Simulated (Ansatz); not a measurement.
Rock-salt SrO, treated with G0W0@r²SCAN (Ansatz, a quantum-chemistry and plane-wave program, hard PAW, contour deformation).

The cell has the measured lattice parameters. Conventional cell: a = 5.1600 Å, b = 5.1600 Å, c = 5.1600 Å, α = 90.00°, β = 90.00°, γ = 90.00°.

The quasiparticle gap at Γ at a fixed k mesh 4×4×4:

```csv
response cutoff,value (eV)
"150 eV, 263 empty bands",5.745
"200 eV, 405 empty bands",5.835
"250 eV, 566 empty bands",5.888
"300 eV, 745 empty bands",5.920
```

Question: Taking the value to converge with the response cutoff E as E^(−3/2), extrapolate from the last two rows.

Answer: With y = y∞ + c/w and weights w = 3953 and 5196 for the last two rows, y∞ = (w2 y2 − w1 y1)/(w2 − w1) = (5196 × 5.920 − 3953 × 5.888)/1243 = 6.022 eV, which lies 0.102 beyond the last row. Successive pairs of rows give 6.002, 6.021, 6.022. The limit also hangs on the law assumed, so its last digits aren't firm.

The other settings are not extrapolated, so this is the limit in one setting alone.

At the last cutoff the smallest gap on this mesh is 5.40 eV, with an edge away from Γ.

Spin–orbit coupling is not included.
